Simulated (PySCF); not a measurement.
Compound: 1-chloro-2-methoxypropane, C4H9ClO.
SMILES with atom numbers: `[CH3:1][O:2][C@H:3]([CH3:4])[CH2:5][Cl:6]` (hydrogens: H7, H8, H9 on C1; H10 on C3; H11, H12, H13 on C4; H14, H15 on C5)

Structure used (PBE0-D3(BJ)/def2-SVP), in Å, numbered top down from 1:
```
atom  x, y, z in Å
C1     1.0533   -0.2368    0.4656
O2    -0.1054    0.5020    0.2298
C3    -1.2006    0.1816    1.0527
C4    -1.8585   -1.1314    0.6653
C5    -2.1323    1.3770    0.9183
Cl6   -3.5080    1.2780    2.0478
H7     0.9345   -1.3101    0.2262
H8     1.3854   -0.1560    1.5194
H9     1.8432    0.1709   -0.1805
H10   -0.8702    0.1292    2.1112
H11   -2.1256   -1.1140   -0.4028
H12   -1.1906   -1.9864    0.8423
H13   -2.7721   -1.2877    1.2556
H14   -2.5349    1.4408   -0.1023
H15   -1.5794    2.2986    1.1397
```

Linear response at B3LYP/def2-SVPD (PySCF, frozen core in the response, non-relativistic).

Static isotropic polarisability: 70.52 au (10.45 Å³), principal values 61.5, 65.3, 84.8 au.

(1) What is the polarisability at 1064 nm and at the sodium D line?

(2) What is the isotropic C6 coefficient between two such molecules, C6 = (3/π)∫α(iω)² dω?

(3) Which effective excitation energy ω̄ makes London's formula C6 = (3/4)α²ω̄ exact here?

(4) What three-body coefficient follows from the one-pole estimate C9 = (3/4)·α·C6?

(5) The lowest 6 singlets have (eV, f): 6.81, 0.005; 7.04, 0.013; 7.29, 0.004; 7.43, 0.003; 7.63, 0.037; 7.76, 0.005. What share of the static polarisability do they carry in the sum over states α = Σ f/ω²?

(6) What molar refraction at the D line follows from R = (4π/3)·N_A·α′, with α′ the polarisability volume?

## Answers

(1) 71.00 au at 1064 nm (+0.7 %), 72.14 au at 589.3 nm (+2.3 %). The rise at 589.3 nm is 3.34 times that at 1064 nm; a pure ω² law gives 3.26. The lowest singlet lies at 182 nm, shorter than both wavelengths.

(2) 2194 au (Eh·bohr⁶) by a ten-point quadrature over imaginary frequencies, which is 1310 eV·Å⁶ or 127 J·nm⁶/mol.

(3) ω̄ = 4·C6/(3α²) = 0.588 Eh = 16.0 eV. A one-pole form α(ω) = α/(1 − ω²/ω̄²) fitted to the 1064 nm value gives 14.1 eV.

(4) 116000 au. This is an estimate from the two numbers above, not a computed integral.

(5) 0.89 au, 1.3 % of α; the largest term, 0.47 au, is that of the state at 7.63 eV. Their oscillator strengths add up to 0.07. Higher states carry the rest.

(6) α′ = 10.69 Å³ gives R = 26.96 cm³/mol, for isolated, non-vibrating species.

One conformer stands for the species.
